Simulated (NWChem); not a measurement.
# CH6Al− (SMILES [CH3][AlH3-]) at 6 levels

Wanted: a comparison of 6 runs (HF/STO-3G, HF/def2-SVP, B3LYP/6-31G*, PBE/STO-3G, PBE0/def2-TZVP) of CH6Al−. 

The calculation is run with NWChem 7.3.0.

## Step 1: The molecule

CH6Al− has 8 atoms, charge -1, and is taken as a singlet. SMILES: `[CH3][AlH3-]`. The shape comes from GFN2-xTB, which is rough for such elements, and wasn't checked as a minimum.

Bond lengths: C1–Al2 2.053 Å, C1–H3 1.101 Å, C1–H4 1.101 Å, C1–H5 1.101 Å, Al2–H6 1.627 Å, Al2–H7 1.627 Å, Al2–H8 1.627 Å. Some angles: C1–Al2–H6 110.0°, C1–Al2–H7 109.9°, C1–Al2–H8 109.9°, Al2–C1–H3 113.6°, Al2–C1–H4 113.4°, Al2–C1–H5 113.6°, H6–Al2–H7 109.0°, H6–Al2–H8 109.0°, H7–Al2–H8 109.0°, H3–C1–H4 105.1°.

## Step 2: Energy and gradient at HF/STO-3G (run 1)

run.py

```python
from ase import Atoms
from ase.calculators.nwchem import NWChem

molecule = Atoms(['C', 'Al', 'H', 'H', 'H', 'H', 'H', 'H'], positions=[
    [-0.185370, 0.110880, -1.047660],
    [0.169610, -0.101930, 0.963040],
    [-0.521810, -0.816370, -1.536220],
    [0.700640, 0.430360, -1.617480],
    [-0.960790, 0.856480, -1.281010],
    [-0.795660, 0.899680, 1.806550],
    [1.722010, 0.255820, 1.292680],
    [-0.128620, -1.634930, 1.420110],
])

calc = NWChem(
    label='ch6al',
    theory='scf',
    memory='2200 mb',
    basis='STO-3G',
    basispar='spherical bse',
    charge=-1,
    scf={'nopen': '0', 'rhf': None, 'thresh': '1e-08', 'maxiter': '80'},
)
molecule.calc = calc

forces = molecule.get_forces()
print("Total energy (eV):", round(molecule.get_potential_energy(), 6))
print("forces (eV/A):")
for s, f in zip(molecule.symbols, forces):
    print(f"{s:2s} {f[0]:10.5f} {f[1]:10.5f} {f[2]:10.5f}")
print("dipole (e A):", molecule.get_dipole_moment().round(4))
```

Run with:

```sh
$ export ASE_NWCHEM_COMMAND="nwchem PREFIX.nwi > PREFIX.nwo"
$ python run.py
```

Standard output:

```text
Total energy (eV): -7612.561194
forces (eV/A):
C     0.17160   -0.09235    0.91922
Al    0.16332   -0.10835    0.92112
H     0.16501    0.42881    0.28431
H    -0.40793   -0.15596    0.31820
H     0.37039   -0.35635    0.16255
H     1.31682   -1.37518   -1.28432
H    -2.17155   -0.48198   -0.57145
H     0.39245    2.14137   -0.74963
dipole (e A): [-0.1367  0.0827 -0.7743]
```

The calculator wrote ch6al.nwi:

```
title "ch6al"

permanent_dir ch6al

scratch_dir ch6al

start ch6al

geometry units angstrom nocenter noautosym noautoz
  C  -1.8537000000000001e-01 1.1088000000000001e-01 -1.0476600000000000e+00
  Al 1.6961000000000001e-01 -1.0193000000000001e-01 9.6304000000000001e-01
  H  -5.2181000000000000e-01 -8.1637000000000004e-01 -1.5362199999999999e+00
  H  7.0064000000000004e-01 4.3036000000000002e-01 -1.6174800000000000e+00
  H  -9.6079000000000003e-01 8.5648000000000002e-01 -1.2810100000000000e+00
  H  -7.9566000000000003e-01 8.9968000000000004e-01 1.8065500000000001e+00
  H  1.7220100000000000e+00 2.5581999999999999e-01 1.2926800000000001e+00
  H  -1.2862000000000001e-01 -1.6349300000000000e+00 1.4201100000000000e+00
end

charge -1

memory 2200 mb

basis spherical bse noprint
   * library STO-3G
end

scf
  nopen 0
  rhf
  thresh 1e-08
  maxiter 80
end

task scf gradient
```

ch6al.nwo:

```text
Northwest Computational Chemistry Package (NWChem) 7.3.0
             --------------------------------------------------------

           Job information
           ---------------

    nwchem branch   = 7.3.0
    use scalapack   = T
    input           = ch6al.nwi
    prefix          = ch6al.
    data base       = ch6al/ch6al.db
    status          = startup
    nproc           =        1

           Memory information
           ------------------

    heap     =     72089596 doubles =      550.0 Mbytes
    stack    =     72089601 doubles =      550.0 Mbytes
    global   =    144179200 doubles =     1100.0 Mbytes (distinct from heap & stack)
    total    =    288358397 doubles =     2200.0 Mbytes
    verify   = yes
    hardfail = no

[... 138 lines left out ...]
 Convergence threshold     :          1.000E-08
[... 13 lines left out ...]
       Final RHF  results
[... 3 lines left out ...]
      One-electron energy =   -505.629058907147
[... 1 line left out ...]
 Nuclear repulsion energy =     55.134491666039
[... 28 lines left out ...]
                       ROHF Final Molecular Orbital Analysis
[... 171 lines left out ...]
                         RHF ENERGY GRADIENTS

    atom               coordinates                        gradient
                 x          y          z           x          y          z
   1 C      -0.350299   0.209533  -1.979790   -0.003337   0.001796  -0.017876
   2 Al      0.320516  -0.192620   1.819882   -0.003176   0.002107  -0.017913
   3 H      -0.986078  -1.542716  -2.903035   -0.003209  -0.008339  -0.005529
[... 4 lines of this table left out ...]
   8 H      -0.243057  -3.089570   2.683619   -0.007632  -0.041643   0.014578

                 ----------------------------------------
                 |  Time  |  1-e(secs)   |  2-e(secs)   |
                 ----------------------------------------
                 |  CPU   |       0.00   |       0.10   |
                 ----------------------------------------
                 |  WALL  |       0.00   |       0.10   |
                 ----------------------------------------

 Task  times  cpu:        0.6s     wall:        0.6s
 Total times  cpu:        0.6s     wall:        0.6s
```

It took 1.6 s on 1 thread of Intel Xeon Platinum 8375C at 2.90GHz (Ice Lake), shared host; peak memory 0.099 GiB.

## Step 3: Energy and forces at HF/def2-SVP (run 2)

ch6al.nw

```
start ch6al
memory 2200 mb
charge -1

geometry units au noautosym nocenter noautoz
 C   -0.35029853   0.20953283  -1.97979047
 Al   0.32051645  -0.19261978   1.81988185
 H   -0.98607799  -1.54271572  -2.90303507
 H    1.32401771   0.81326253  -3.05659421
 H   -1.81562996   1.61851263  -2.42075806
 H   -1.50357949   1.70014880   3.41388473
 H    3.25412728   0.48342974   2.44281117
 H   -0.24305657  -3.08956993   2.68361897
end

basis spherical bse
 * library def2-SVP
end

scf
 thresh 1e-08
 maxiter 80
 noprint "final vectors analysis"
end

task scf gradient
```

Run with:

```sh
$ nwchem ch6al.nw > ch6al.out
```

Standard output:

```text
[...]
  functions       =    62
[...]
  wavefunction    = RHF
[...]
         Total SCF energy =   -283.169938045286
      One-electron energy =   -506.677910519174
      Two-electron energy =    168.373484769869
 Nuclear repulsion energy =     55.134487704019
        Time for solution =      2.9s
[...]
                         RHF ENERGY GRADIENTS
    atom               coordinates                        gradient
                 x          y          z           x          y          z
   1 C      -0.350299   0.209533  -1.979790    0.001336  -0.000922   0.008169
   2 Al      0.320516  -0.192620   1.819882    0.000866  -0.000367   0.004791
   3 H      -0.986078  -1.542716  -2.903035   -0.000230   0.000922  -0.002456
   4 H       1.324018   0.813263  -3.056594   -0.001063   0.000083  -0.002348
   5 H      -1.815630   1.618513  -2.420758    0.000074  -0.000199  -0.002597
   6 H      -1.503579   1.700149   3.413885    0.003440  -0.003568  -0.002918
   7 H       3.254127   0.483430   2.442811   -0.005494  -0.001298  -0.001105
   8 H      -0.243057  -3.089570   2.683619    0.001071   0.005349  -0.001535
[...]
```

Run time: 4.5 s. Hardware: 1 thread of Intel Xeon Platinum 8375C at 2.90GHz (Ice Lake), shared host; peak memory 0.1 GiB.

Runs 3 to 5 aren't shown in full; the table further down has their settings and results.

## Step 4: Energy and gradient at PBE0/def2-TZVP (run 6)

ch6al.nw

```
START ch6al
memory total 2200 mb
charge -1

GEOMETRY units angstroms noautosym nocenter noautoz
   C    -0.185370    0.110880   -1.047660
   Al    0.169610   -0.101930    0.963040
   H    -0.521810   -0.816370   -1.536220
   H     0.700640    0.430360   -1.617480
   H    -0.960790    0.856480   -1.281010
   H    -0.795660    0.899680    1.806550
   H     1.722010    0.255820    1.292680
   H    -0.128620   -1.634930    1.420110
END

BASIS "ao basis" spherical bse
   * library def2-TZVP
END

DFT
   xc pbe0
   mult 1
   grid fine
   convergence energy 1e-08
   maxiter 100
   mulliken
   noprint "final vectors analysis"
END

TASK dft gradient
```

Run with:

```sh
$ nwchem ch6al.nw > ch6al.out
```

Standard output:

```text
[...]
          Wavefunction type:  closed shell.
          No. of atoms     :     8
          No. of electrons :    26
[...]
          Charge           :    -1
          Spin multiplicity:     1
[...]
          AO basis - number of functions:   104
[...]
              XC Information
              --------------
                         PBE0 Method XC Functional
                     Hartree-Fock (Exact) Exchange  0.250
          PerdewBurkeErnzerhof Exchange Functional  0.750
            Perdew 1991 LDA Correlation Functional  1.000 local
           PerdewBurkeErnz. Correlation Functional  1.000 non-local
[...]
 d= 0,ls=0.0,diis     1   -283.9004437552 -3.39D+02  9.55D-03  2.40D+00     2.8
[...]
 d= 0,ls=0.0,diis     8   -284.0125020829 -1.56D-10  3.40D-07  2.51D-09    18.0
         Total DFT energy =     -284.012502082895
      One electron energy =     -507.111566669697
           Coulomb energy =      194.282716677913
    Exchange-Corr. energy =      -26.318143757150
 Nuclear repulsion energy =       55.134491666039
[...]
      Total Density - Mulliken Population Analysis
     ---------------------------------------------
    Atom       Charge   Shell Charges
 -----------   ------   -------------------------------------------------------
    1 C    6     6.64   0.85  1.12  0.50  0.68  0.14  1.28  1.39  0.65  0.01  0.02  0.00
    2 Al  13    12.86   2.00  0.64  1.34  0.72  0.28  2.94  2.22  0.87  1.06  0.54  0.13  0.10  0.03
    3 H    1     0.92   0.27  0.47  0.16  0.02
    4 H    1     0.92   0.27  0.47  0.16  0.02
    5 H    1     0.92   0.27  0.47  0.16  0.02
    6 H    1     1.25   0.23  0.54  0.47  0.00
    7 H    1     1.25   0.23  0.54  0.47  0.00
    8 H    1     1.25   0.23  0.54  0.47  0.00
[...]
  wavefunction    = closed shell
                         DFT ENERGY GRADIENTS
    atom               coordinates                        gradient
                 x          y          z           x          y          z
   1 C      -0.350299   0.209533  -1.979790    0.000800  -0.000578   0.005037
   2 Al      0.320516  -0.192620   1.819882    0.001420  -0.000713   0.007928
   3 H      -0.986078  -1.542716  -2.903035   -0.000444   0.000421  -0.002851
   4 H       1.324018   0.813262  -3.056594   -0.000601   0.000271  -0.002793
   5 H      -1.815630   1.618513  -2.420758   -0.000383   0.000224  -0.002854
   6 H      -1.503579   1.700149   3.413884    0.002932  -0.003035  -0.002394
   7 H       3.254127   0.483430   2.442811   -0.004645  -0.001108  -0.000856
   8 H      -0.243057  -3.089570   2.683619    0.000920   0.004519  -0.001218
[...]
```

Wall time 26 s (1 thread of Intel Xeon Platinum 8375C at 2.90GHz (Ice Lake), shared host); peak memory 0.13 GiB.

## Step 5: All runs side by side

| run | level | iteration cap | module | energy (Eh) | largest force (eV/Å) | wall time |
| --- | --- | --- | --- | --- | --- | --- |
| 1 | HF/STO-3G | 80 | scf | -279.756466 | 2.302 | 1.6 s |
| 2 | HF/def2-SVP | 80 | scf | -283.169938 | 0.428 | 4.5 s |
| 3 | B3LYP/6-31G* (spherical functions) | 100 | dft | -284.167336 | 0.374 | 17 s |
| 4 | PBE/STO-3G | 100 | dft | -280.400378 | 1.345 | 7.2 s |
| 5 | B3LYP/6-31G* (Cartesian functions) | 100 | dft | -284.169587 | 0.387 | 16 s |
| 6 | PBE0/def2-TZVP | 100 | dft | -284.012502 | 0.416 | 26 s |

## Step 6: Results

| quantity | value |
| --- | --- |
| run 6: total energy | -284.01250 Eh |
| run 6: largest force on an atom | 0.416 eV/Å |

What this shows: Over runs 1, 4, 5 the HOMO–LUMO gap runs from 7.54 eV (B3LYP/6-31G*) to 22.91 eV (HF/STO-3G). The two ends differ in method and basis. The empty levels of an anion lie above zero and hang on the basis. Totals of different functionals can't be ranked against each other. In run 4 the HOMO lies above zero, so the outermost electron may be held by the basis alone. In runs 1, 4 the basis is minimal, so the values are rough. All runs together took 72 s, the longest 26 s.
